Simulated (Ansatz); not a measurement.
How far each method lies from UCCSDT(Q) for SiH$_{4}$, singlet

Geometry: a point of a stretch scan, not a stationary point.

```xyz
5

Si   -0.0637    0.0638    0.0633
H     0.7921    0.9226    0.9202
H    -0.9233   -0.7906    0.9208
H    -0.9184    0.9194   -0.7978
H     2.8251   -2.8297   -2.8076
```

Basis cc-pVDZ; Ansatz 0.2.0. Correlated methods freeze the noble-gas cores, which leaves 8 electrons in 33 orbitals. Prefix R: restricted or restricted open-shell reference; prefix U: unrestricted. Active spaces: pair = (2e, 2o) about the gap; valence = (8e, 8o) chosen from the atoms' valence shells.

Full CI isn't at hand for all of this; UCCSDT(Q) serves as the reference, and is uncertain by about the last step of the cluster series. The frozen core follows each run's orbitals, which can shift R against U totals by a few meV.

Unrestricted rows (U) aren't spin-pure: their determinants' ⟨S²⟩ exceeds S(S+1) by up to 1.00, so they mix in states of higher spin.

The UHF ⟨S²⟩ is 1.003, the T1 diagnostic (RCCSD) is 0.0954 and the largest doubles amplitude (RCCSD) is 0.941.

```json
{"level": "RHF", "E − E(UCCSDT(Q)) (mEh)": "289.81", "share of correlation (%)": "0.00", "wall time": "–"}
{"level": "UHF", "E − E(UCCSDT(Q)) (mEh)": "123.83", "share of correlation (%)": "57.27", "wall time": "–"}
{"level": "RMP2", "E − E(UCCSDT(Q)) (mEh)": "79.65", "share of correlation (%)": "72.52", "wall time": "–"}
{"level": "UMP2", "E − E(UCCSDT(Q)) (mEh)": "29.47", "share of correlation (%)": "89.83", "wall time": "–"}
{"level": "CISD", "E − E(UCCSDT(Q)) (mEh)": "60.04", "share of correlation (%)": "79.28", "wall time": "0.33 s"}
{"level": "RCCSD*", "E − E(UCCSDT(Q)) (mEh)": "16.29", "share of correlation (%)": "94.38", "wall time": "–"}
{"level": "UCCSD", "E − E(UCCSDT(Q)) (mEh)": "2.84", "share of correlation (%)": "99.02", "wall time": "–"}
{"level": "RCCSD(T)*", "E − E(UCCSDT(Q)) (mEh)": "-12.48", "share of correlation (%)": "104.31", "wall time": "0.9 s"}
{"level": "UCCSD(T)", "E − E(UCCSDT(Q)) (mEh)": "0.66", "share of correlation (%)": "99.77", "wall time": "0.96 s"}
{"level": "BCCD(T)*", "E − E(UCCSDT(Q)) (mEh)": "-6.23", "share of correlation (%)": "102.15", "wall time": "0.87 s"}
{"level": "RCCSDT*", "E − E(UCCSDT(Q)) (mEh)": "0.60", "share of correlation (%)": "99.79", "wall time": "–"}
{"level": "UCCSDT", "E − E(UCCSDT(Q)) (mEh)": "0.05", "share of correlation (%)": "99.98", "wall time": "–"}
{"level": "RCCSDT(Q)*", "E − E(UCCSDT(Q)) (mEh)": "-0.57", "share of correlation (%)": "100.20", "wall time": "3 s"}
{"level": "CASSCF (pair space)", "E − E(UCCSDT(Q)) (mEh)": "125.14", "share of correlation (%)": "56.82", "wall time": "–"}
{"level": "NEVPT2 (pair space)", "E − E(UCCSDT(Q)) (mEh)": "29.71", "share of correlation (%)": "89.75", "wall time": "0.3 s"}
{"level": "MRCISD (pair space)", "E − E(UCCSDT(Q)) (mEh)": "7.67", "share of correlation (%)": "97.36", "wall time": "–"}
{"level": "MRCISD+Q (pair space)", "E − E(UCCSDT(Q)) (mEh)": "-0.48", "share of correlation (%)": "100.17", "wall time": "0.33 s"}
{"level": "CASSCF (valence space)", "E − E(UCCSDT(Q)) (mEh)": "82.27", "share of correlation (%)": "71.61", "wall time": "–"}
{"level": "NEVPT2 (valence space)", "E − E(UCCSDT(Q)) (mEh)": "26.49", "share of correlation (%)": "90.86", "wall time": "1.8 s"}
{"level": "NEVPT4(SD) (valence space)", "E − E(UCCSDT(Q)) (mEh)": "4.05", "share of correlation (%)": "98.60", "wall time": "2.2 s"}
{"level": "MRCISD (valence space)", "E − E(UCCSDT(Q)) (mEh)": "3.64", "share of correlation (%)": "98.74", "wall time": "–"}
{"level": "MRCISD+Q (valence space)", "E − E(UCCSDT(Q)) (mEh)": "0.18", "share of correlation (%)": "99.94", "wall time": "2.3 s"}
```

An asterisk marks runs whose energy the program itself flagged as in doubt.

The correlation energy at UCCSDT(Q), counted from RHF, is -7.886 eV. That run took 7.5 s on 1 thread of Intel Xeon 6975P-C, shared host.

Times hold each run's SCF and search for its determinant on a shared host, so for small cases they say little of a method's own cost; they ran on 1 thread of Intel Xeon 6975P-C.

Natural occupations of CASSCF (valence space) about the gap: 1.986 1.975 1.975 1.048 0.953 0.026 0.019 0.019; effectively unpaired electrons, Σ n²(2−n)², 2.00.
